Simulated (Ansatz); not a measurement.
`COC(=N)O`, relaxed with RKS PBE0-D4/def2-TZVP in the Gaussian-basis code of Ansatz from a PBE-D4/def2-SVP geometry. The force threshold is 0.005 eV/Å; the program also tests the step.

Total charge 0; spin multiplicity 1.

Start:

```xyz
10

C    -1.428    0.214   -0.058
O    -0.206    0.878    0.219
C     0.923    0.135    0.111
N     1.085   -1.095   -0.205
O     1.966    0.933    0.407
H    -2.229    0.963    0.078
H    -1.602   -0.635    0.640
H    -1.460   -0.167   -1.103
H     0.203   -1.580   -0.405
H     2.748    0.352    0.315
```

By how much does the energy fall, and how many steps does the optimiser take? (Estimate.)

Ansatz gave: 5.02 kJ/mol, in 5 steps.

Which bonds change most? (An estimate is asked.)

Ansatz gave: O2–C3 from 1.356 to 1.335 Å; C1–H7 from 1.113 to 1.094 Å; C1–H8 from 1.113 to 1.094 Å; C1–H6 from 1.105 to 1.088 Å.

Give the relaxed structure. (Best estimate.)

Computed: 
```xyz
10

C    -1.419    0.206   -0.059
O    -0.201    0.866    0.215
C     0.909    0.133    0.109
N     1.066   -1.082   -0.203
O     1.948    0.918    0.403
H    -2.201    0.949    0.076
H    -1.583   -0.624    0.634
H    -1.444   -0.163   -1.089
H     0.197   -1.561   -0.401
H     2.728    0.358    0.316
```
